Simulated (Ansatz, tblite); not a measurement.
How well does each level of theory give the bulk modulus of 3C-SiC?

Reference value: 229 GPa (measured, 0 K value with the zero-point phonon effect removed; as tabulated in Mejia-Rodriguez and Trickey (2018), arXiv:1807.09216).

Question: Put these levels in order of the bulk modulus that they give for 3C-SiC, smallest first: B3LYP (VWN-RPA form) (Ansatz, a quantum-chemistry and plane-wave program), GFN1-xTB (tblite), Hartree–Fock (Ansatz).

Answer: GFN1-xTB (205 GPa), B3LYP (VWN-RPA form) (218 GPa), Hartree–Fock (245 GPa)

Unless a cell is named, each level is at its own relaxed cell (GFN1-xTB 11.27, B3LYP (VWN-RPA form) 10.47, Hartree–Fock 10.41 Å³/atom).

Errors against the reference: GFN1-xTB -10.5 %, B3LYP (VWN-RPA form) -4.8 %, Hartree–Fock +7.0 %.

GFN1-xTB: the method was fitted mainly to molecules. GFN1-xTB: the run uses a supercell at the zone centre in place of a k mesh. Each level is taken at its own relaxed cell. Ansatz's density-functional and Hartree–Fock values are scalar-relativistic unless marked +SOC, with PAW data made under PBE.

Differences are worked out from the printed values.
